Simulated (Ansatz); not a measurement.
```yaml
crystal:
  periodic: [false, false, false]
  atoms:
    - {symbol: Al, position_ang: [-0.273949, -0.446514, -1.730976]}
    - {symbol: N, position_ang: [-0.284461, -0.483986, 0.557904]}
    - {symbol: C, position_ang: [0.488045, 0.811077, 1.248715]}
    - {symbol: H, position_ang: [0.198771, -1.456622, 0.903271]}
    - {symbol: H, position_ang: [-1.367222, -0.526554, 0.910930]}
    - {symbol: H, position_ang: [0.465250, 0.762990, 2.470478]}
    - {symbol: H, position_ang: [1.643353, 0.822630, 0.857521]}
    - {symbol: H, position_ang: [-0.057272, 1.832703, 0.865549]}
    - {symbol: H, position_ang: [1.499331, -0.458942, -2.016933]}
    - {symbol: H, position_ang: [-1.135184, 1.106172, -2.002885]}
    - {symbol: H, position_ang: [-1.176662, -1.962954, -2.063596]}
basis:
  gaussian: {orbitals: def2-mTZVP, fitting: {mean_field: def2-universal-jkfit}}
hamiltonian: {xc: {name: PBE0}}
scf: {omitted_lower_state_checks: [starts]}
output: {forces: true}
```

```sh
$ ansatz run in.yaml --threads 4 --pin off --events-out ev --progress --plain --max-ram 3916MiB
```

Shortened log:

```
Functional definition: PBE0
424 factors; integrals over basis functions are off by at most 8.4e-1 eV
mean field evaluation 1: about -9242.5411 eV, gradient 4.2e1 eV
mean field evaluation 2: about -9238.6032 eV, gradient 5.9e1 eV
mean field evaluation 4: about -9246.4796 eV, gradient 3.2e0 eV
mean field evaluation 8: about -9246.5034 eV, gradient 1.2e-2 eV
mean field -9246.50344182 eV, -339.8027339818 hartree, gradient 8.0e-5 eV, S^2 0.000000; 0 other end points of the search recorded, 0 dependent functions left out
reference -9246.50347907 eV, -339.8027353506 hartree; 17, 17 occupied and 67, 67 virtual orbitals, 424 factors
Total energy: -9246.50347907 eV, -339.8027353506 hartree
Atom 0 at    -0.273949    -0.446514    -1.730976 Å, force     0.040232     0.066544     0.186430 eV/Å
Atom 1 at    -0.284461    -0.483986     0.557904 Å, force    -0.250744    -0.438194     2.009335 eV/Å
Atom 2 at     0.488045     0.811077     1.248715 Å, force    -0.021956    -0.035945    -0.077992 eV/Å
Atom 3 at     0.198771    -1.456622     0.903271 Å, force    -1.553467     3.278475    -0.888096 eV/Å
Atom 4 at    -1.367222    -0.526554     0.910930 Å, force     3.615582     0.208452    -0.913193 eV/Å
Atom 5 at     0.465250     0.762990     2.470478 Å, force    -0.011962     0.005339    -3.218743 eV/Å
Atom 6 at     1.643353     0.822630     0.857521 Å, force    -3.114082    -0.213995     0.944082 eV/Å
Atom 7 at    -0.057272     1.832703     0.865549 Å, force     1.308596    -2.840751     0.923231 eV/Å
Atom 8 at     1.499331    -0.458942    -2.016933 Å, force    -1.711456     0.006329     0.326622 eV/Å
Atom 9 at    -1.135184     1.106172    -2.002885 Å, force     0.826627    -1.501436     0.312963 eV/Å
Atom 10 at    -1.176662    -1.962954    -2.063596 Å, force     0.872629     1.465183     0.395360 eV/Å
Dipole moment:     0.039431     0.055840     1.215382 e Å
Checks for a lower state left out: starts
```

Hardware: 4 threads of Arm Neoverse V2 on a shared host. Wall time 0.5 s.
